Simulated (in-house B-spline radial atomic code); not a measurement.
Kr. Computed with a B-spline radial atomic code. Model: non-relativistic spherical atom: semilocal Troullier-Martins pseudo-atom, one channel per l, against all electrons, high spin, G0W0 and RPA with empty states to l = 8, local potential for every l without a channel, a model core (radius 0 = none) keeps its share of the functional.

What the tables leave out is listed at the end.

The pseudopotential gives back the lowest level of each angular momentum of its own functional in the configuration it was made in; a second state of the same l is only approximately right. Exact exchange, RPA and GW see the smooth pseudo-orbitals and miss the exchange with the core, for which the functional's share stands in. The column with an uncorrelated core keeps all orbitals and exact exchange, and so separates missing core correlation from pseudisation. Only the three outermost levels and the lowest empty one were computed. RPA here is direct RPA, with no exchange kernel, and its energies carry an (l + 1/2)⁻⁴ tail. A hybrid on a potential with a model core restores only its own semilocal share of the core's exchange.

Command:
```bash
python run_psgw.py task.json out
```
Settings (lengths in bohr, energies in hartree):
```
Z                      36
electrons              36
configuration          [Ar] 3d10 4s2 4p6
generated_in           [Ar] 3d10 4s2 4p6
functional             pbe,pbe
core_shells            4
radius_factor          1
core_correction        False
```

Cost of the run: 20 s on 1 thread of Intel(R) Xeon(R) Platinum 8488C (Sapphire Rapids), on a shared host.

Given: made with PBE; model core radius 0 bohr; local radius 0.604 bohr; mean-field start PBE.

Valence shells of the generating configuration: 3p, 3d, 4s, 4p.

Channel: s 1.372, p 0.468, d 1.221 (radii in bohr).

Computed: largest level miss in the spin-unpolarised generating configuration 0.089 eV; valence RPA correlation energy pseudo -1.6847 hartree; all-electron RPA polarisability, core included 15.894 bohr³; pseudo-atom RPA polarisability 15.504 bohr³.

```json
{"level": "4p", "occupied": "1", "mean-field all-electron (eV)": "-9.2828", "mean-field pseudo minus all (eV)": "-0.089", "G0W0 all-electron (eV)": "-13.963", "G0W0 uncorrelated core minus all (eV)": "0.003", "G0W0 pseudo minus all (eV)": "0.043", "exchange self-energy all-electron (eV)": "-21.499", "exchange self-energy pseudo (eV)": "-20.388"}
```

Task: What is the valence RPA correlation energy all-electron orbitals?

Result: -1.6189 hartree.

Given: mean-field start PBE0.

Computed: valence RPA correlation energy all-electron orbitals -1.5595 hartree; valence RPA correlation energy pseudo -1.6338 hartree; all-electron RPA polarisability, core included 13.848 bohr³.

| level | occupied | mean-field all-electron (eV) | mean-field pseudo minus all (eV) | G0W0 all-electron (eV) | G0W0 uncorrelated core minus all (eV) | G0W0 pseudo minus all (eV) | exchange self-energy all-electron (eV) | exchange self-energy pseudo (eV) |
| --- | --- | --- | --- | --- | --- | --- | --- | --- |
| 4p | 1 | -10.773 | -0.024 | -14.231 | 0.003 | 0.067 | -21.493 | -20.364 |

Task: What is the pseudo-atom RPA polarisability?

Result: 13.712 bohr³.

Given: mean-field start Hartree-Fock.

Computed: valence RPA correlation energy all-electron orbitals -1.413 hartree; all-electron RPA polarisability, core included 10.71 bohr³; pseudo-atom RPA polarisability 11.062 bohr³.

| level | occupied | mean-field all-electron (eV) | mean-field pseudo minus all (eV) | G0W0 all-electron (eV) | G0W0 uncorrelated core minus all (eV) | G0W0 pseudo minus all (eV) | exchange self-energy all-electron (eV) | exchange self-energy pseudo (eV) |
| --- | --- | --- | --- | --- | --- | --- | --- | --- |
| 4p | 1 | -14.264 | 0.253 | -14.682 | 0.004 | 0.143 | -21.262 | -20.095 |

Task: What is the valence RPA correlation energy pseudo?

Result: -1.5048 hartree.

Among the listed levels the largest G0W0 shift of the pseudo-atom is +0.14 eV, for 4p on the Hartree-Fock start, while leaving the core uncorrelated moves that level by +0.00 eV. The rest, +0.14 eV, comes from pseudisation and the lost core exchange. Not in the tables (levels of low weight, unsolved or above zero; the highest and the empty levels are kept at any weight): on PBE the G0W0 levels 4s (pseudo minus all -2.94 eV, weights 0.14 and 0.13), 3d (pseudo minus all +2.82 eV, weights 0.31 and 0.03); on PBE0 the G0W0 levels 4s (pseudo minus all -0.56 eV, weights 0.20 and 0.17), 3d (pseudo minus all +2.53 eV, weights 0.59 and 0.69); on Hartree-Fock the G0W0 levels 4s (pseudo minus all -1.71 eV, weights 0.61 and 0.78), 3d (pseudo minus all +2.91 eV, weights 0.83 and 0.66).
